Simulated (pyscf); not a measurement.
HO–GeH•–Cl + hydrogen (H₂) → Cl–GeH₂• + water (H₂O), a four-centre exchange (doublet surface; Ge–O, H–H broken, Ge–H, H–O formed). Optimised with ωB97X-D3(BJ)/def2-SVP in PySCF. Energies in kJ/mol from the separated reactants.

Small-basis levels: PySCF, no dispersion term, spherical d functions. AM1 to PM7: differences of heats of formation from MOPAC, which are fitted to 298 K values and so differ in kind from electronic energies by zero-point and thermal terms. Open shells are spin-unrestricted. 

| level | barrier | reaction energy |
|---|---|---|
| HF/STO-3G | 267.4 | +25.2 |
| HF/3-21G | 206.5 | +82.4 |
| HF/6-31G*+LANL2DZ | 228.5 | +11.9 |
| MP2/6-31G*+LANL2DZ | 204.9 | +58.3 |
| B3LYP/LANL2DZ | 147.4 | +46.1 |
| B3LYP/6-31G*+LANL2DZ | 162.5 | +44.1 |
| M06-2X/6-31G*+LANL2DZ | 161.0 | +50.1 |
| B3LYP/6-311+G**+LANL2DZ | 147.3 | +2.1 |
| PBE/def2-SVP | 112.7 | +36.5 |
| B3LYP/def2-SVP | 139.7 | +30.9 |
| AM1 | 191.0 | +61.4 |
| PM3 | 304.2 | +147.0 |
| ωB97M-D3(BJ)/def2-TZVP | 154.0 | +23.3 |

Against the last row the barrier runs from -41.3 (PBE/def2-SVP) to +150.2 kJ/mol (PM3). ωB97M-D3(BJ)/def2-TZVP has limits of its own. On the product side the descent ends in a complex (not fully relaxed), 17.1 kJ/mol under the separated species and 146.0 kJ/mol under the saddle at ωB97X-D3(BJ)/def2-TZVP. At the saddle there is also a short Ge–H contact that neither side keeps. This is the saddle that the search found; another between the same sides may lie lower. In the def2 sets elements up to Kr have no core potential.
